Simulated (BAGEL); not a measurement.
# RI-MP2/cc-pVDZ (density fitting with qzvpp-jkfit) run of C4H4N− (SMILES [H]/N=C/CC#[C-])

Aim: the energy change on altering one bond length of C4H4N− at RI-MP2/cc-pVDZ (density fitting with qzvpp-jkfit), from 2 runs. 

The calculation is run with BAGEL 1.2.2.

4 further runs of the same task are left out: 2 that didn't finish, 2 set aside as unsound or not needed.

## 1. The molecule

C4H4N−: 9 atoms, total charge -1, spin state singlet. As SMILES, `[H]/N=C/CC#[C-]`. The coordinates come from a GFN2-xTB relaxation. This is one conformer, not always the lowest.

Bond lengths: C1–C2 1.224 Å, C2–C3 1.506 Å, C3–C4 1.461 Å, C4–N5 1.283 Å, C3–H6 1.097 Å, C3–H7 1.102 Å, C4–H8 1.107 Å, N5–H9 1.023 Å. Some angles: C1–C2–C3 173.2°, C2–C3–C4 99.9°, C3–C4–N5 123.0°, C2–C3–H6 111.8°, C2–C3–H7 110.1°, C4–C3–H6 112.0°, C4–C3–H7 112.8°, C3–C4–H8 114.1°, N5–C4–H8 122.6°, C4–N5–H9 113.3°.

## 2. A single-point energy at RI-MP2/cc-pVDZ (density fitting with qzvpp-jkfit)

Input file calc.json:

```json
{ "bagel": [

{
  "title": "molecule",
  "basis": "cc-pvdz.json",
  "df_basis": "qzvpp-jkfit",
  "angstrom": true,
  "geometry": [
    { "atom": "C", "xyz": [      -1.252450,       2.100410,       1.112140 ] },
    { "atom": "C", "xyz": [      -0.525510,       1.144620,       0.873760 ] },
    { "atom": "C", "xyz": [       0.430190,      -0.012380,       0.746630 ] },
    { "atom": "C", "xyz": [      -0.039260,      -0.587920,      -0.511680 ] },
    { "atom": "N", "xyz": [       0.590680,      -0.448980,      -1.621030 ] },
    { "atom": "H", "xyz": [       1.471930,       0.324080,       0.681130 ] },
    { "atom": "H", "xyz": [       0.309690,      -0.698300,       1.600290 ] },
    { "atom": "H", "xyz": [      -1.038730,      -1.059090,      -0.447870 ] },
    { "atom": "H", "xyz": [       0.053450,      -0.762440,      -2.433370 ] }
  ]
},

{
  "title": "hf",
  "charge": -1
},

{
  "title": "mp2",
  "charge": -1,
  "ncore": 5
}

]}
```

The basis set cc-pVDZ is read from a file made from the Basis Set Exchange's data (not shown).

Command:

```bash
$ BAGEL_NUM_THREADS=1 BAGEL calc.json > calc.out
```

What it wrote:

```text
* using 1 threads per process

  ===============================================================
  ===============================================================

  *** Geometry ***

  { "atom" : "C", "xyz" : [     -2.366787,      3.969200,      2.101640 ] },
  { "atom" : "C", "xyz" : [     -0.993070,      2.163018,      1.651167 ] },
  { "atom" : "C", "xyz" : [      0.812941,     -0.023395,      1.410926 ] },
  { "atom" : "C", "xyz" : [     -0.074191,     -1.111008,     -0.966935 ] },
  { "atom" : "N", "xyz" : [      1.116223,     -0.848449,     -3.063303 ] },
  { "atom" : "H", "xyz" : [      2.781545,      0.612422,      1.287149 ] },
  { "atom" : "H", "xyz" : [      0.585229,     -1.319596,      3.024110 ] },
  { "atom" : "H", "xyz" : [     -1.962915,     -2.001390,     -0.846352 ] },
  { "atom" : "H", "xyz" : [      0.101006,     -1.440803,     -4.598403 ] },

  Number of auxiliary basis functions:      449

  Since a DF basis is specified, we compute 2- and 3-index integrals:
    o Being stored without compression. Storage requirement is 0.029 GB

  Number of basis functions:       90
  Number of electrons      :       35

    * METHOD: MOLECULE                             0.54

  *** RHF ***

  === Nuclear Repulsion ===
   134.5092863320

      * DIIS with orbital gradients will be used.

  === RHF iteration (cc-pvdz.json) ===
      0       -207.87275241          0.01603034           0.15
      1       -208.06715399          0.00940091           0.12
      2       -208.11993922          0.00223502           0.10
      3       -208.12387099          0.00103697           0.11
      4       -208.12458138          0.00020666           0.11
      5       -208.12462924          0.00010960           0.10
      6       -208.12464258          0.00004200           0.12
      7       -208.12464586          0.00001100           0.11
      8       -208.12464605          0.00000470           0.11
      9       -208.12464609          0.00000256           0.11
     10       -208.12464610          0.00000119           0.09
     11       -208.12464610          0.00000056           0.11
     12       -208.12464610          0.00000032           0.11
     13       -208.12464610          0.00000017           0.13
     14       -208.12464610          0.00000005           0.08
     15       -208.12464610          0.00000002           0.11
     16       -208.12464610          0.00000001           0.10
     17       -208.12464610          0.00000001           0.13
    * SCF iteration converged.

    * Permanent dipole moment:
           (   -1.164887,     3.075412,     1.133845) a.u.

    * METHOD: HF                                   2.32

  *** RHF ***

  === Nuclear Repulsion ===
   134.5092863320

      * DIIS with orbital gradients will be used.

  === RHF iteration (cc-pvdz.json) ===
      0       -208.12464610          0.00000000           0.11
    * SCF iteration converged.

    * Permanent dipole moment:
           (   -1.164886,     3.075413,     1.133845) a.u.

  === DF-MP2 calculation ===

    * freezing 5 orbitals
    * 3-index integral transformation done
    * assembly done

      MP2 correlation energy:   -0.6822719995      0.09

      MP2 total energy:       -208.8069181029

    * METHOD: MP2                                  0.36

  ===============================================================
```

Wall time 3.9 s (1 thread of Intel Xeon at 2.50GHz (Skylake/Cascade Lake), shared host); peak memory 0.11 GiB.

## 3. The distorted shape, same level

Input file job.json:

```json
{ "bagel": [

{
  "title": "molecule",
  "basis": "cc-pvdz.json",
  "df_basis": "qzvpp-jkfit",
  "angstrom": true,
  "geometry": [
    { "atom": "C", "xyz": [      -1.192205,       2.443339,       0.685348 ] },
    { "atom": "C", "xyz": [      -0.465265,       1.487549,       0.446968 ] },
    { "atom": "C", "xyz": [       0.490435,       0.330549,       0.319838 ] },
    { "atom": "C", "xyz": [       0.020985,      -0.244991,      -0.938472 ] },
    { "atom": "N", "xyz": [       0.650925,      -0.106051,      -2.047822 ] },
    { "atom": "H", "xyz": [       1.532175,       0.667009,       0.254338 ] },
    { "atom": "H", "xyz": [       0.309690,      -0.698300,       1.600290 ] },
    { "atom": "H", "xyz": [      -0.978485,      -0.716161,      -0.874662 ] },
    { "atom": "H", "xyz": [       0.113695,      -0.419511,      -2.860162 ] }
  ]
},

{ "title": "hf", "charge": -1 },

{ "title": "mp2", "charge": -1, "ncore": 5 }

]}
```

The basis set cc-pVDZ is read from a file made from the Basis Set Exchange's data (not shown).

Command:

```bash
$ BAGEL_NUM_THREADS=1 BAGEL job.json > job.out
```

What it wrote:

```text
* using 1 threads per process

  ===============================================================
  ===============================================================

  *** Geometry ***

  { "atom" : "C", "xyz" : [     -2.252941,      4.617242,      1.295120 ] },
  { "atom" : "C", "xyz" : [     -0.879223,      2.811060,      0.844647 ] },
  { "atom" : "C", "xyz" : [      0.926788,      0.624647,      0.604406 ] },
  { "atom" : "C", "xyz" : [      0.039656,     -0.462966,     -1.773455 ] },
  { "atom" : "N", "xyz" : [      1.230070,     -0.200407,     -3.869823 ] },
  { "atom" : "H", "xyz" : [      2.895391,      1.260464,      0.480629 ] },
  { "atom" : "H", "xyz" : [      0.585229,     -1.319596,      3.024110 ] },
  { "atom" : "H", "xyz" : [     -1.849069,     -1.353348,     -1.652872 ] },
  { "atom" : "H", "xyz" : [      0.214852,     -0.792761,     -5.404923 ] },

  Number of auxiliary basis functions:      449

  Since a DF basis is specified, we compute 2- and 3-index integrals:
    o Being stored without compression. Storage requirement is 0.029 GB

  Number of basis functions:       90
  Number of electrons      :       35

    * METHOD: MOLECULE                             0.39

  *** RHF ***

  === Nuclear Repulsion ===
   132.7005924258

      * DIIS with orbital gradients will be used.

  === RHF iteration (cc-pvdz.json) ===
      0       -207.76231278          0.01696141           0.11
      1       -207.97522593          0.01046713           0.11
      2       -208.04248969          0.00230376           0.11
      3       -208.04687379          0.00121959           0.09
      4       -208.04782101          0.00022481           0.10
      5       -208.04788299          0.00012139           0.11
      6       -208.04789965          0.00005052           0.11
      7       -208.04790474          0.00001590           0.11
      8       -208.04790529          0.00000797           0.11
      9       -208.04790543          0.00000326           0.11
     10       -208.04790545          0.00000144           0.11
     11       -208.04790545          0.00000070           0.11
     12       -208.04790545          0.00000033           0.11
     13       -208.04790546          0.00000014           0.11
     14       -208.04790546          0.00000006           0.11
     15       -208.04790546          0.00000003           0.11
     16       -208.04790546          0.00000001           0.11
     17       -208.04790546          0.00000001           0.11
    * SCF iteration converged.

    * Permanent dipole moment:
           (   -1.032214,     2.602904,     1.514507) a.u.

    * METHOD: HF                                   2.23

  *** RHF ***

  === Nuclear Repulsion ===
   132.7005924258

      * DIIS with orbital gradients will be used.

  === RHF iteration (cc-pvdz.json) ===
      0       -208.04790546          0.00000000           0.13
    * SCF iteration converged.

    * Permanent dipole moment:
           (   -1.032214,     2.602904,     1.514507) a.u.

  === DF-MP2 calculation ===

    * freezing 5 orbitals
    * 3-index integral transformation done
    * assembly done

      MP2 correlation energy:   -0.6902351821      0.10

      MP2 total energy:       -208.7381406372

    * METHOD: MP2                                  0.40

  ===============================================================
```

Run time: 3.6 s. Hardware: 1 thread of Intel Xeon at 2.50GHz (Skylake/Cascade Lake), shared host; peak memory 0.11 GiB.

## 4. Outcome

At RI-MP2/cc-pVDZ (density fitting with qzvpp-jkfit), 5 core orbitals frozen:

| quantity | value |
| --- | --- |
| first shape: total energy | -208.80692 Eh |
| first shape: correlation energy (5 core orbitals frozen) | -682.3 mEh |
| distorted shape: total energy | -208.73814 Eh |
| distorted shape: correlation energy (5 core orbitals frozen) | -690.2 mEh |
| energy change with the C3–H7 bond stretched from 1.102 to 1.653 Å | 1.872 eV |

In words: With the C3–H7 bond stretched from 1.102 to 1.653 Å the energy rises by 1.87 eV (181 kJ/mol). The first shape isn't relaxed at this level, so the change isn't measured from a minimum.
